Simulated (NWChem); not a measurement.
The numbers come from NWChem runs, not from measurements. System: Cl$_{2}$, charge 0, spin multiplicity 1, displaced from the optimised geometry. Level: RHF/cc-pVDZ, spin-restricted.

Job file:

```
start mol
memory heap 200 mb stack 900 mb global 1100 mb
geometry units angstroms nocenter noautoz noautosym
  Cl     0.000000     0.000000     3.038304
  Cl     0.000000     0.000000    -1.012768
end
basis spherical
  * library cc-pvdz
end
scf
  rhf
  nopen 0
  maxiter 100
  thresh 1e-7
  semidirect memsize 60000000 filesize 0
end
task scf energy
```

Output (cleaned and shortened):

```
             Northwest Computational Chemistry Package (NWChem) 7.3.0
             --------------------------------------------------------

                                NWChem Input Module
                                -------------------

 Scaling coordinates for geometry "geometry" by  1.889725989
 (inverse scale =  0.529177249)

                             Geometry "geometry" -> ""
                             -------------------------

 Output coordinates in angstroms (scale by  1.889725989 to convert to a.u.)

  No.       Tag          Charge          X              Y              Z
 ---- ---------------- ---------- -------------- -------------- --------------
    1 Cl                  17.0000     0.00000000     0.00000000     3.03830400
    2 Cl                  17.0000     0.00000000     0.00000000    -1.01276800

 Effective nuclear repulsion energy (a.u.)      37.7510508233

            Nuclear Dipole moment (a.u.)
            ----------------------------
        X                 Y               Z
 ---------------- ---------------- ----------------
     0.0000000000     0.0000000000    65.0710363401


 Summary of "ao basis" -> "" (spherical)
 ------------------------------------------------------------------------------
       Tag                 Description            Shells   Functions and Types
 ---------------- ------------------------------  ------  ---------------------
 *                          cc-pvdz                   on all atoms

 Summary of "ao basis" -> "ao basis" (spherical)
 ------------------------------------------------------------------------------
       Tag                 Description            Shells   Functions and Types
 ---------------- ------------------------------  ------  ---------------------
 Cl                         cc-pvdz                  8       18   4s3p1d

                                 NWChem SCF Module
                                 -----------------

  ao basis        = "ao basis"
  functions       =    36
  atoms           =     2
  closed shells   =    17
  open shells     =     0
  charge          =   0.00
[...]
    12      0.329256  1 Cl py                30     -0.329256  2 Cl py

 Vector   16  Occ=2.000000D+00  E=-5.013104D-01
              MO Center= -5.1D-15,  6.6D-16,  1.0D+00, r^2= 5.2D+00
   Bfn.  Coefficient  Atom+Function         Bfn.  Coefficient  Atom+Function
  ----- ------------  ---------------      ----- ------------  ---------------
     8      0.434686  1 Cl px                26     -0.434686  2 Cl px
    11      0.329256  1 Cl px                29     -0.329256  2 Cl px

 Vector   17  Occ=2.000000D+00  E=-3.849683D-01
              MO Center= -2.8D-17, -1.6D-17,  1.0D+00, r^2= 5.2D+00
   Bfn.  Coefficient  Atom+Function         Bfn.  Coefficient  Atom+Function
  ----- ------------  ---------------      ----- ------------  ---------------
    10      0.390274  1 Cl pz                28     -0.390274  2 Cl pz
    13      0.385515  1 Cl pz                31     -0.385515  2 Cl pz

 Vector   18  Occ=0.000000D+00  E=-2.261377D-01
              MO Center=  3.2D-16, -1.7D-16,  1.0D+00, r^2= 5.4D+00
   Bfn.  Coefficient  Atom+Function         Bfn.  Coefficient  Atom+Function
  ----- ------------  ---------------      ----- ------------  ---------------
    10      0.414512  1 Cl pz                28      0.414512  2 Cl pz
    13      0.381037  1 Cl pz                31      0.381037  2 Cl pz

 Vector   19  Occ=0.000000D+00  E= 6.561119D-01
              MO Center=  1.4D-15, -1.1D-15,  1.0D+00, r^2= 4.4D+00
   Bfn.  Coefficient  Atom+Function         Bfn.  Coefficient  Atom+Function
  ----- ------------  ---------------      ----- ------------  ---------------
    10      0.770866  1 Cl pz                28     -0.770866  2 Cl pz
    13     -0.733252  1 Cl pz                31      0.733252  2 Cl pz
     3     -0.375549  1 Cl s                 21     -0.375549  2 Cl s
     4      0.363265  1 Cl s                 22      0.363265  2 Cl s
     2     -0.244838  1 Cl s                 20     -0.244838  2 Cl s

 Vector   20  Occ=0.000000D+00  E= 7.147367D-01
              MO Center=  4.7D-16, -5.2D-15,  1.0D+00, r^2= 6.2D+00
   Bfn.  Coefficient  Atom+Function         Bfn.  Coefficient  Atom+Function
  ----- ------------  ---------------      ----- ------------  ---------------
    12     -0.837513  1 Cl py                30     -0.837513  2 Cl py
     9      0.790433  1 Cl py                27      0.790433  2 Cl py

 center of mass
 --------------
 x =   0.00000000 y =   0.00000000 z =   1.91385401

 moments of inertia (a.u.)
 ------------------
        1024.681629025247           0.000000000000           0.000000000000
           0.000000000000        1024.681629025247           0.000000000000
           0.000000000000           0.000000000000           0.000000000000

  Mulliken analysis of the total density
  --------------------------------------

    Atom       Charge   Shell Charges
 -----------   ------   -------------------------------------------------------
    1 Cl  17    17.00   2.00  2.01  0.99  1.00  6.00  2.83  2.17  0.00
    2 Cl  17    17.00   2.00  2.01  0.99  1.00  6.00  2.83  2.17  0.00

       Multipole analysis of the density wrt the origin
       ------------------------------------------------

     L   x y z        total         open         nuclear
     -   - - -        -----         ----         -------
     0   0 0 0     -0.000000      0.000000     34.000000

     1   1 0 0      0.000000      0.000000      0.000000
     1   0 1 0     -0.000000      0.000000      0.000000
     1   0 0 1     -0.000000      0.000000     65.071036

     2   2 0 0    -19.394119      0.000000      0.000000
     2   1 1 0     -0.000000      0.000000      0.000000
     2   1 0 1      0.000000      0.000000      0.000000
     2   0 2 0    -19.394119      0.000000      0.000000
     2   0 1 1     -0.000000      0.000000      0.000000
     2   0 0 2    -15.771697      0.000000    622.682319

 Task  times  cpu:        0.5s     wall:        0.5s

 Total times  cpu:        0.5s     wall:        0.5s
```
